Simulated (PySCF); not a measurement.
Species: CH5Si (doublet state).
Z-matrix (Å and degrees, GFN2-xTB geometry), rows numbered from 1:
```
C 
Si  1  1.8935
H   1  1.0866  2  111.49
H   1  1.0894  2  110.85  3  -119.77
H   1  1.0866  2  111.49  3   120.47
H   2  1.4577  1  113.06  3    54.81
H   2  1.4578  1  113.05  3  -175.12
```

The species is `C[SiH2]` [radical].

The calculation used UKS B3LYP, pcH-1 on C H Si, non-relativistic, mean-field spin-orbit, GIAO (PySCF 2.14.0). Geometry: GFN2-xTB; no solvent, vibrations or thermal averaging. The geometry wasn't refined by DFT: couplings that depend on bond lengths, twists or pyramidal angles can differ widely from those at the functional's own minimum, by a factor of two or more for some ions and for spin on atoms past the first row.

Q: Predict the first-order ENDOR lines of H3/H4/H5 and H6/H7 under fast tumbling at B = 338.2 mT (X band).

A: For S = 1/2 in fast tumbling each set of equivalent nuclei gives two lines, ν± = |νn ± a/2| to first order, with νn = g_N μN B/h and μN/h = 7.62259 MHz/T.

```
  nuclei  isotope     g_N  νn (MHz)  a_iso (MHz)  lower line (MHz)  upper line (MHz)
H3/H4/H5       1H  5.5857     14.40        27.09              0.86             27.94
   H6/H7       1H  5.5857     14.40        26.33              1.23             27.57
```

Q: Which pairs are centred on the nuclear Larmor frequency, and which on half the coupling?

A: Centred on νn, since |a| < 2νn: H3/H4/H5 and H6/H7. No pair has |a| > 2νn.

Q: At what field would the lower line of H6/H7 fall to zero frequency?

A: Where νn = |a|/2, that is B = 13.17 MHz/(5.5857 × 7.62259 MHz/T) = 309 mT, as far as first order holds there.

Nuclei that the bonding pattern makes equivalent are averaged, as if the motion that swaps them (rotation, inversion, ring flip) were fast. The three 1H nuclei of mean +27.1 MHz run from 5.6 to 70.0 MHz in the frozen geometry.
